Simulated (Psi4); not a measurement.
# C2H4O+ (SMILES CC=[O+]) at 5 levels

We compute a comparison of 5 runs (UHF/STO-3G, UB3LYP/6-31G*, UPBE/6-31+G*, UBMK/cc-pVTZ-F12, UCCSD/STO-3G) of C2H4O+. 

The results are computed with Psi4 1.11.

2 further runs of the same task are left out: 2 that didn't finish.

## (1) The structure to begin with

C2H4O+ has 7 atoms, charge +1, and is taken as a doublet. SMILES: `CC=[O+]`. The coordinates come from a GFN2-xTB relaxation.

Bond lengths: C1–C2 1.476 Å, C2–O3 1.166 Å, C1–H4 1.100 Å, C1–H5 1.100 Å, C1–H6 1.091 Å, C2–H7 1.147 Å. Angles: C1–C2–O3 136.5°, C1–C2–H7 105.2°, O3–C2–H7 118.3°, C2–C1–H4 106.8°, C2–C1–H5 107.0°, C2–C1–H6 116.0°, H4–C1–H5 109.3°, H4–C1–H6 108.6°, H5–C1–H6 108.9°.

## (2) Energy and gradient at UHF/STO-3G (run 1)

job.inp

```
memory 1600 mb

molecule geom {
  1 2
  C     -0.94497645     0.62682216    -0.40455257
  C      1.24427127    -0.88429734     0.43227485
  O      2.40082145    -2.58968068    -0.34823873
  H     -2.55725298    -0.67708887    -0.54560173
  H     -0.48998709     1.36390983    -2.29363619
  H     -1.47540367     2.19994357     0.81672073
  H      1.82252746    -0.03960866     2.34303363
  units au
  symmetry c1
  no_reorient
  no_com
}

set basis STO-3G
set reference uhf
set puream true
set e_convergence 1e-09
set d_convergence 1e-08
set scf_type pk
set maxiter 200

e, wfn = gradient('scf', return_wfn=True)
oeprop(wfn, 'MAYER_INDICES', 'MULLIKEN_CHARGES', 'DIPOLE')
```

Started as:

```
$ psi4 -n 1 job.inp job.out
```

job.out:

```text
[...]
  Running in c1 symmetry.
[...]
  Nuclear repulsion =   70.437649049710160
[...]
  Multiplicity = 2
[...]
  Nalpha       = 12
  Nbeta        = 11
[...]
    Number of basis functions: 19
[...]
   @UHF iter   1:  -150.52831269154495   -1.71527e+00   2.23362e-02 DIIS/ADIIS
[...]
   @UHF iter  18:  -150.67297771515896   -9.94760e-13   7.56181e-09 DIIS
[...]
   @S^2 Observed:                8.026463884E-01
[...]
    Orbital Energies [Eh]
    ---------------------
    Alpha Occupied:
       1A    -20.913476     2A    -11.557516     3A    -11.358791
       4A     -1.880948     5A     -1.295644     6A     -1.123646
       7A     -1.055025     8A     -0.968625     9A     -0.960809
      10A     -0.822608    11A     -0.803696    12A     -0.745908
    Alpha Virtual:
      13A     -0.093240    14A      0.250793    15A      0.301335
      16A      0.430644    17A      0.462890    18A      0.468229
      19A      0.635192
    Beta Occupied:
[...]
  @UHF Final Energy:  -150.67297771515896
   => Energetics <=
    Nuclear Repulsion Energy =             70.4376490497101599
    One-Electron Energy =                -336.5324548119750716
    Two-Electron Energy =                 115.4218280471059472
    Total Energy =                       -150.6729777151589644
  UHF NO Occupations:
  HONO-2 :   10  A 1.9937501
  HONO-1 :   11  A 1.9820296
[...]
  -Total Gradient:
     Atom            X                  Y                   Z
    ------   -----------------  -----------------  -----------------
       1        0.049493148783    -0.010317667700     0.052527463553
       2        0.077883963646    -0.179179797559    -0.139076552945
       3       -0.106079558083     0.165784731967     0.084364759770
       4       -0.000950253240    -0.003842893778     0.004508249966
       5        0.006563365269     0.002307221788    -0.001323597534
       6       -0.012754240147     0.006238313022    -0.007674305550
       7       -0.014156426228     0.019010092260     0.006673982739
[...]
 Multipole Moments:
 ------------------------------------------------------------------------------------
     Multipole            Electronic (a.u.)      Nuclear  (a.u.)        Total (a.u.)
 ------------------------------------------------------------------------------------
 L = 1.  Multiply by 2.5417464519 to convert [e a0] to [Debye]
 Dipole X            :        -17.5422836           18.3022242            0.7599406
 Dipole Y            :         18.9474152          -19.4151406           -0.4677254
 Dipole Z            :          2.6769483           -2.2990597            0.3778885
 Magnitude           :                                                    0.9690596
[...]
  Mulliken Charges: (a.u.)
   Center  Symbol    Alpha    Beta     Spin     Total
       1     C     3.16968  3.01617  0.15351 -0.18585
       2     C     2.65368  3.05809 -0.40441  0.28824
       3     O     4.47474  3.38176  1.09298  0.14350
       4     H     0.40891  0.42285 -0.01394  0.16825
       5     H     0.41060  0.42352 -0.01292  0.16588
       6     H     0.41070  0.42316 -0.01246  0.16614
       7     H     0.47169  0.27446  0.19723  0.25385
   Total alpha = 12.00000, Total beta = 11.00000, Total charge =  1.00000
  Mayer Bond Indices:
[...]
```

Run time: 2 s. Hardware: 1 thread of Intel Xeon Platinum 8275CL at 3.00GHz (Skylake/Cascade Lake), shared host; peak memory 0.18 GiB.

## (3) A single-point energy at UB3LYP/6-31G(d) (Cartesian functions) (run 2)

calc.inp

```
memory 1.6 GB

molecule {
  1 2
  C     -0.500060     0.331700    -0.214080
  C      0.658440    -0.467950     0.228750
  O      1.270460    -1.370400    -0.184280
  H     -1.353240    -0.358300    -0.288720
  H     -0.259290     0.721750    -1.213740
  H     -0.780750     1.164160     0.432190
  H      0.964440    -0.020960     1.239880
  units angstrom
  symmetry c1
}

set {
  reference uks
  puream false
  e_convergence 1e-09
  d_convergence 1e-08
  scf_type pk
  dft_radial_points 99
  dft_spherical_points 590
  maxiter 200
}

result, w = energy("b3lyp/6-31G*", return_wfn=True)
oeprop(w, "QUADRUPOLE", "WIBERG_LOWDIN_INDICES", "DIPOLE")
```

Started as:

```
$ psi4 -n 1 calc.inp calc.out
```

calc.out:

```text
[...]
  Running in c1 symmetry.
[...]
  Nuclear repulsion =   70.437649028098704
[...]
  Multiplicity = 2
[...]
  Nalpha       = 12
  Nbeta        = 11
[...]
    Number of basis functions: 53
[...]
   @UKS iter   1:  -153.35362406065769    2.60707e-02   8.58366e-03 DIIS/ADIIS
[...]
   @UKS iter  14:  -153.45365707753848   -6.53699e-13   6.76290e-09 DIIS
[...]
   @S^2 Observed:                7.572093961E-01
[...]
    Orbital Energies [Eh]
    ---------------------
    Alpha Occupied:
       1A    -19.566360     2A    -10.612673     3A    -10.474376
       4A     -1.455472     5A     -1.059936     6A     -0.894866
       7A     -0.823270     8A     -0.779015     9A     -0.766205
      10A     -0.674271    11A     -0.672048    12A     -0.613497
    Alpha Virtual:
      13A     -0.328969    14A     -0.154193    15A     -0.102185
      16A     -0.082468    17A     -0.059154    18A     -0.007928
      19A      0.014129    20A      0.248765    21A      0.262999
      22A      0.308373    23A      0.358763    24A      0.408292
      25A      0.422246    26A      0.501077    27A      0.561122
[...]
  @UKS Final Energy:  -153.45365707753848
   => Energetics <=
    Nuclear Repulsion Energy =             70.4376490280987042
    One-Electron Energy =                -339.8800380238207595
    Two-Electron Energy =                 132.5977389196831382
    DFT Exchange-Correlation Energy =     -16.6090070014995490
    Empirical Dispersion Energy =           0.0000000000000000
    VV10 Nonlocal Energy =                  0.0000000000000000
    Total Energy =                       -153.4536570775384803
[...]
 Multipole Moments:
 ------------------------------------------------------------------------------------
     Multipole            Electronic (a.u.)      Nuclear  (a.u.)        Total (a.u.)
 ------------------------------------------------------------------------------------
 L = 1.  Multiply by 2.5417464519 to convert [e a0] to [Debye]
 Dipole X            :          2.5890729           -3.1056905           -0.5166177
 Dipole Y            :         -2.4432218            3.2851467            0.8419249
 Dipole Z            :          0.0974445            0.3799025            0.4773470
 Magnitude           :                                                    1.0970832
 L = 2.  Multiply by 1.3450342976 to convert [e a0^2] to [Debye ang]
 Quadrupole XX       :        -68.6218868           59.4814964           -9.1403904
 Quadrupole XY       :         46.5819417          -47.7687848           -1.1868431
[...]
```

Wall time 21 s (1 thread of Intel Xeon Platinum 8275CL at 3.00GHz (Skylake/Cascade Lake), shared host); peak memory 0.8 GiB.

Runs 3 to 4 aren't shown in full; the table further down has their settings and results.

## (4) A single-point energy at UCCSD/STO-3G (run 5)

input.inp

```
memory 1600 mb

molecule m {
  1 2
  C
  C 1 r2
  O 2 r3 1 a3
  H 1 r4 2 a4 3 d4
  H 1 r5 4 a5 2 d5
  H 1 r6 5 a6 4 d6
  H 2 r7 3 a7 1 d7

  r2 = 1.47569
  r3 = 1.16601
  a3 = 136.48251
  r4 = 1.099812
  a4 = 106.82249
  d4 = 61.71752
  r5 = 1.099741
  a5 = 109.30904
  d5 = 115.4916
  r6 = 1.090615
  a6 = 108.92153
  d6 = -118.54952
  r7 = 1.147092
  a7 = 118.28212
  d7 = 179.81346
  symmetry c1
}

set {
  basis           STO-3G
  reference       uhf
  puream          true
  e_convergence   1e-09
  d_convergence   1e-08
  scf_type        pk
  num_frozen_docc 3
  maxiter         200
}

energy("ccsd")
print_variables()
```

Started as:

```
$ psi4 input.inp input.out -n 1
```

input.out:

```text
[...]
  Running in c1 symmetry.
[...]
  Nuclear repulsion =   70.437636923749736
[...]
  Multiplicity = 2
[...]
  Nalpha       = 12
  Nbeta        = 11
[...]
    Number of basis functions: 19
[...]
   @UHF iter   1:  -150.52831272499404   -1.71527e+00   2.23362e-02 DIIS/ADIIS
[...]
   @UHF iter  18:  -150.67297790423993   -1.10845e-12   7.56181e-09 DIIS
[...]
   @S^2 Observed:                8.026464607E-01
[...]
    Orbital Energies [Eh]
    ---------------------
    Alpha Occupied:
       1A    -20.913476     2A    -11.557516     3A    -11.358791
       4A     -1.880948     5A     -1.295644     6A     -1.123646
       7A     -1.055024     8A     -0.968625     9A     -0.960809
      10A     -0.822608    11A     -0.803696    12A     -0.745908
    Alpha Virtual:
      13A     -0.093240    14A      0.250793    15A      0.301334
      16A      0.430644    17A      0.462890    18A      0.468229
      19A      0.635191
    Beta Occupied:
[...]
  @UHF Final Energy:  -150.67297790423993
   => Energetics <=
    Nuclear Repulsion Energy =             70.4376369237497357
    One-Electron Energy =                -336.5324331381343654
    Two-Electron Energy =                 115.4218183101447153
    Total Energy =                       -150.6729779042399286
  UHF NO Occupations:
  HONO-2 :   10  A 1.9937501
  HONO-1 :   11  A 1.9820295
[...]
 Multipole Moments:
 ------------------------------------------------------------------------------------
     Multipole            Electronic (a.u.)      Nuclear  (a.u.)        Total (a.u.)
 ------------------------------------------------------------------------------------
 L = 1.  Multiply by 2.5417464519 to convert [e a0] to [Debye]
 Dipole X            :          0.0047478           -0.0133916           -0.0086438
 Dipole Y            :         -1.2704026            1.9329644            0.6625618
 Dipole Z            :          3.8884415           -4.1043029           -0.2158614
 Magnitude           :                                                    0.6968924
[...]
      * MP2 total energy                      = -150.814617523684063
[...]
      * CCSD total energy                     = -150.861106813399658
[...]
```

It took 2.6 s on 1 thread of Intel Xeon Platinum 8275CL at 3.00GHz (Skylake/Cascade Lake), shared host; peak memory 0.18 GiB.

## (5) The series

```tsv
run	level	task	Cartesian functions	energy (Eh)	HOMO energy (eV)	LUMO energy (eV)	⟨S²⟩	wall time
1	UHF/STO-3G	gradient	no	-150.672978	-20.30	-4.58	0.803	2 s
2	UB3LYP/6-31G* (Cartesian functions)	energy	yes	-153.453657	-16.69	-12.86	0.757	21 s
3	UPBE/6-31+G* (spherical functions)	energy	no	-153.270806	-15.28	-13.79	0.754	20 s
4	UBMK/cc-pVTZ-F12 (density fitting)	energy	no	-153.427590	-17.73	-11.79	0.759	87 s
5	UCCSD/STO-3G	energy	no	-150.861107	-20.30	-4.58	0.803	2.6 s
```

## (6) Summary of results

| quantity | value |
| --- | --- |
| run 5: total energy | -150.86111 Eh |
| run 5: HOMO energy (Hartree–Fock orbitals) (highest over α and β) | -20.30 eV |
| run 5: LUMO energy (Hartree–Fock orbitals) (lowest over α and β) | -4.58 eV |
| run 5: correlation energy (3 core orbitals frozen) | -188.1 mEh |
| run 5: ⟨S²⟩ of the reference determinant | 0.803 |
| run 5: T1 diagnostic | 0.047 |

**Reading.** Totals of different functionals can't be ranked against each other. In runs 1, 5 the basis is minimal, so the values are rough. All runs together took 2.2 min, the longest 87 s.
